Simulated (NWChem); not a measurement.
System: O, triplet

NWChem input:

```
start job
memory heap 200 mb stack 900 mb global 1100 mb
geometry units angstroms noautoz
  O      0.000000     0.000000     0.000000
end
basis spherical
  * library def2-tzvp
end
dft
  odft
  mult 3
  xc xpbe96 cpbe96
  iterations 150
  mulliken
end
task dft energy
```

Parts of the log:

```
             Northwest Computational Chemistry Package (NWChem) 7.3.0
             --------------------------------------------------------

                             Geometry "geometry" -> ""
                             -------------------------

 Output coordinates in angstroms (scale by  1.889725989 to convert to a.u.)

  No.       Tag          Charge          X              Y              Z
 ---- ---------------- ---------- -------------- -------------- --------------
    1 O                    8.0000     0.00000000     0.00000000     0.00000000

 Effective nuclear repulsion energy (a.u.)       0.0000000000

  pbe96 is a nonlocal functional; adding pw91lda local functional.

                                 NWChem DFT Module
                                 -----------------

 Summary of "ao basis" -> "ao basis" (spherical)
 ------------------------------------------------------------------------------
       Tag                 Description            Shells   Functions and Types
 ---------------- ------------------------------  ------  ---------------------
 O                         def2-tzvp                11       31   5s3p2d1f

            General Information
            -------------------
          SCF calculation type: DFT
          Wavefunction type:  spin polarized.
          No. of atoms     :     1
          No. of electrons :     8
           Alpha electrons :     5
            Beta electrons :     3
          Charge           :     0
          Spin multiplicity:     3
          Use of symmetry is: off; symmetry adaption is: off
          Maximum number of iterations: 150
          AO basis - number of functions:    31
                     number of shells:    11
          Convergence on energy requested:  1.00D-06
          Convergence on density requested:  1.00D-05
          Convergence on gradient requested:  5.00D-04

              XC Information
              --------------
          PerdewBurkeErnzerhof Exchange Functional  1.000
            Perdew 1991 LDA Correlation Functional  1.000 local
           PerdewBurkeErnz. Correlation Functional  1.000 non-local

             Grid Information
             ----------------
          Grid used for XC integration:  medium
          Radial quadrature: Mura-Knowles
          Angular quadrature: Lebedev.
          Tag              B.-S. Rad. Rad. Pts. Rad. Cut. Ang. Pts.
          ---              ---------- --------- --------- ---------
          O                   0.60       49           4.0       434
          Grid pruning is: on
          Number of quadrature shells:    49
          Spatial weights used:  Erf1

      Superposition of Atomic Density Guess
      -------------------------------------

 Sum of atomic energies:         -74.78430725

      Non-variational initial energy
      ------------------------------

 Total energy =     -74.282230
 1-e energy   =    -103.235260
 2-e energy   =      28.953029
 HOMO         =      -0.375163
 LUMO         =      -0.375163

     ---------------------------------------------
      Total Density - Mulliken Population Analysis
     ---------------------------------------------

    Atom       Charge   Shell Charges
 -----------   ------   -------------------------------------------------------
    1 O    8     8.00   0.80  1.18  0.65  1.03  0.35  1.52  1.58  0.89 -0.00  0.00 -0.00

     --------------------------------------------
      Spin Density - Mulliken Population Analysis
     --------------------------------------------

    Atom       Charge   Shell Charges
 -----------   ------   -------------------------------------------------------
    1 O    8     2.00   0.00  0.00  0.00  0.00  0.00  0.76  0.79  0.45 -0.00  0.00 -0.00

   convergence    iter        energy       DeltaE   RMS-Dens  Diis-err
 ---------------- ----- ----------------- --------- --------- ---------
 d= 0,ls=0.0,diis     1    -74.9827886935 -7.50D+01  7.08D-03  1.47D-01
                                                     2.97D-03  5.67D-02
 d= 0,ls=0.0,diis     2    -74.9908541389 -8.07D-03  3.87D-03  6.69D-02
                                                     3.23D-03  4.26D-02
 d= 0,ls=0.0,diis     3    -75.0086655510 -1.78D-02  8.59D-04  3.98D-03
                                                     5.00D-04  1.64D-03
 d= 0,ls=0.0,diis     4    -75.0096694363 -1.00D-03  1.89D-05  1.80D-06
                                                     5.06D-05  5.41D-06
 d= 0,ls=0.0,diis     5    -75.0096711489 -1.71D-06  6.26D-06  1.22D-07
                                                     2.20D-06  8.64D-09
 d= 0,ls=0.0,diis     6    -75.0096711793 -3.05D-08  2.99D-07  7.35D-10
                                                     1.67D-06  1.22D-09

         Total DFT energy =      -75.009671179337
      One electron energy =     -103.198054231497
           Coulomb energy =       36.572142121104
    Exchange-Corr. energy =       -8.383759068944
 Nuclear repulsion energy =        0.000000000000

 Numeric. integr. density =        7.999999854665

                    DFT Final Alpha Molecular Orbital Analysis
                    ------------------------------------------

 Vector    3  Occ=1.000000D+00  E=-3.956492D-01
              MO Center=  4.0D-15, -3.5D-15, -3.8D-15, r^2= 5.4D-01
   Bfn.  Coefficient  Atom+Function         Bfn.  Coefficient  Atom+Function
  ----- ------------  ---------------      ----- ------------  ---------------
     8      0.353085  1 O  pz                 6     -0.303897  1 O  px
    11      0.285239  1 O  pz                 7      0.247047  1 O  py
     9     -0.245502  1 O  px                10      0.199576  1 O  py
    14      0.165117  1 O  pz                12     -0.142114  1 O  px
    13      0.115529  1 O  py

 Vector    4  Occ=1.000000D+00  E=-3.956492D-01
              MO Center=  7.4D-16,  6.7D-16,  1.3D-16, r^2= 5.4D-01
   Bfn.  Coefficient  Atom+Function         Bfn.  Coefficient  Atom+Function
  ----- ------------  ---------------      ----- ------------  ---------------
     7      0.436248  1 O  py                10      0.352422  1 O  py
     8     -0.296021  1 O  pz                11     -0.239139  1 O  pz
    13      0.204007  1 O  py                14     -0.138431  1 O  pz

 Vector    5  Occ=1.000000D+00  E=-3.186864D-01
              MO Center= -8.5D-16, -2.5D-16,  4.1D-16, r^2= 5.9D-01
   Bfn.  Coefficient  Atom+Function         Bfn.  Coefficient  Atom+Function
  ----- ------------  ---------------      ----- ------------  ---------------
     6      0.418641  1 O  px                 9      0.333741  1 O  px
     8      0.249196  1 O  pz                12      0.235758  1 O  px
    11      0.198659  1 O  pz                 7      0.158821  1 O  py
    14      0.140335  1 O  pz                10      0.126613  1 O  py
    13      0.089440  1 O  py

 Vector    6  Occ=0.000000D+00  E= 2.864981D-01
              MO Center= -9.7D-15, -3.0D-15,  2.1D-14, r^2= 2.0D+00
   Bfn.  Coefficient  Atom+Function         Bfn.  Coefficient  Atom+Function
  ----- ------------  ---------------      ----- ------------  ---------------
     5      1.991306  1 O  s                  4     -1.770461  1 O  s
     2      0.124894  1 O  s                  1      0.058629  1 O  s
     3      0.031191  1 O  s

 Vector    7  Occ=0.000000D+00  E= 3.485033D-01
              MO Center=  9.7D-15, -9.3D-15, -1.1D-14, r^2= 2.3D+00
   Bfn.  Coefficient  Atom+Function         Bfn.  Coefficient  Atom+Function
  ----- ------------  ---------------      ----- ------------  ---------------
    14     -0.764731  1 O  pz                12      0.708734  1 O  px
    13     -0.668274  1 O  py                11      0.380871  1 O  pz
     9     -0.352982  1 O  px                10      0.332831  1 O  py
     8      0.188764  1 O  pz                 6     -0.174941  1 O  px
     7      0.164954  1 O  py

 Vector    8  Occ=0.000000D+00  E= 3.485033D-01
              MO Center=  8.2D-16,  1.3D-14, -1.0D-14, r^2= 2.3D+00
   Bfn.  Coefficient  Atom+Function         Bfn.  Coefficient  Atom+Function
  ----- ------------  ---------------      ----- ------------  ---------------
    13      0.969425  1 O  py                14     -0.765627  1 O  pz
    10     -0.482818  1 O  py                11      0.381317  1 O  pz
     7     -0.239290  1 O  py                 8      0.188985  1 O  pz
    12      0.087963  1 O  px                 9     -0.043810  1 O  px

                     DFT Final Beta Molecular Orbital Analysis
                     -----------------------------------------

 Vector    1  Occ=1.000000D+00  E=-1.884369D+01
              MO Center= -3.8D-18,  4.3D-18,  9.9D-18, r^2= 1.5D-02
   Bfn.  Coefficient  Atom+Function         Bfn.  Coefficient  Atom+Function
  ----- ------------  ---------------      ----- ------------  ---------------
     2      0.639404  1 O  s                  1      0.435740  1 O  s
     3      0.031858  1 O  s

 Vector    2  Occ=1.000000D+00  E=-7.871261D-01
              MO Center= -1.8D-15,  4.7D-16,  4.6D-16, r^2= 4.6D-01
   Bfn.  Coefficient  Atom+Function         Bfn.  Coefficient  Atom+Function
  ----- ------------  ---------------      ----- ------------  ---------------
     4      0.504776  1 O  s                  3      0.382302  1 O  s
     2     -0.255133  1 O  s                  5      0.251690  1 O  s
     1     -0.109077  1 O  s

 Vector    3  Occ=1.000000D+00  E=-2.738835D-01
              MO Center=  1.3D-15,  6.3D-16,  1.9D-15, r^2= 6.2D-01
   Bfn.  Coefficient  Atom+Function         Bfn.  Coefficient  Atom+Function
  ----- ------------  ---------------      ----- ------------  ---------------
     6      0.408555  1 O  px                 9      0.324533  1 O  px
    12      0.259685  1 O  px                 8      0.243209  1 O  pz
    11      0.193190  1 O  pz                 7      0.155029  1 O  py
    14      0.154587  1 O  pz                10      0.123143  1 O  py
    13      0.098538  1 O  py

 Vector    4  Occ=0.000000D+00  E=-2.335638D-01
              MO Center= -3.8D-16, -2.9D-16,  9.3D-16, r^2= 6.6D-01
   Bfn.  Coefficient  Atom+Function         Bfn.  Coefficient  Atom+Function
  ----- ------------  ---------------      ----- ------------  ---------------
     7      0.425196  1 O  py                10      0.342307  1 O  py
    13      0.302855  1 O  py                 8     -0.230688  1 O  pz
    11     -0.185718  1 O  pz                14     -0.164313  1 O  pz

 Vector    5  Occ=0.000000D+00  E=-2.335603D-01
              MO Center=  5.8D-16, -4.2D-16, -7.5D-16, r^2= 6.6D-01
   Bfn.  Coefficient  Atom+Function         Bfn.  Coefficient  Atom+Function
  ----- ------------  ---------------      ----- ------------  ---------------
     8      0.354804  1 O  pz                11      0.285640  1 O  pz
     6     -0.278289  1 O  px                14      0.252720  1 O  pz
     9     -0.224043  1 O  px                12     -0.198222  1 O  px
     7      0.176780  1 O  py                10      0.142319  1 O  py
    13      0.125917  1 O  py

 Vector    6  Occ=0.000000D+00  E= 3.316659D-01
              MO Center= -1.3D-14, -3.1D-15,  1.0D-14, r^2= 2.0D+00
   Bfn.  Coefficient  Atom+Function         Bfn.  Coefficient  Atom+Function
  ----- ------------  ---------------      ----- ------------  ---------------
     5     -2.007594  1 O  s                  4      1.843354  1 O  s
     2     -0.125529  1 O  s                  3     -0.062091  1 O  s
     1     -0.060245  1 O  s

     ---------------------------------------------
      Total Density - Mulliken Population Analysis
     ---------------------------------------------

    Atom       Charge   Shell Charges
 -----------   ------   -------------------------------------------------------
    1 O    8     8.00   0.80  1.17  0.66  0.98  0.39  1.72  1.52  0.75  0.00  0.00  0.00

     --------------------------------------------
      Spin Density - Mulliken Population Analysis
     --------------------------------------------

    Atom       Charge   Shell Charges
 -----------   ------   -------------------------------------------------------
    1 O    8     2.00  -0.00 -0.00  0.03  0.02 -0.04  0.91  0.79  0.30  0.00  0.00  0.00

     -------------------------------------------
      Total Density - Lowdin Population Analysis
     -------------------------------------------

    Atom       Charge   Shell Charges
 -----------   ------   -------------------------------------------------------
    1 O    8     8.00   0.88  1.09  0.66  0.85  0.52  1.63  1.59  0.78  0.00  0.00  0.00

     ------------------------------------------
      Spin Density - Lowdin Population Analysis
     ------------------------------------------

    Atom       Charge   Shell Charges
 -----------   ------   -------------------------------------------------------
    1 O    8     2.00   0.00  0.00  0.02  0.01 -0.03  0.86  0.80  0.33  0.00  0.00  0.00

   alpha - beta orbital overlaps
   -----------------------------

   alpha      1      2      3      4      5      6      7      8      9     10
    beta      1      2      5      4      3      6      9      8      7     14
 overlap   1.000  0.999  0.989  0.989  1.000  0.999  0.973  0.973  1.000  0.992

   alpha     11     12     13     14     15     16     17     18     19     20
    beta     13     11     10     12     17     16     15     18     25     24
 overlap   0.992  0.968  0.968  0.999  0.990  0.990  1.000  0.999  0.997  0.997

   alpha     21     22     23     24     25     26     27     28     29     30
    beta     20     19     23     22     21     30     29     26     27     28
 overlap   0.998  0.998  0.991  0.991  1.000  0.994  0.994  0.786  0.786  1.000

   alpha     31
    beta     31
 overlap   1.000

     --------------------------
     Expectation value of S2:
     --------------------------
      <S2> =      2.0028 (Exact =     2.0000)
```

Level: PBE/def2-TZVP, spin-unrestricted. The open p shell is one determinant without spherical averaging. No stability test was run on the SCF state.
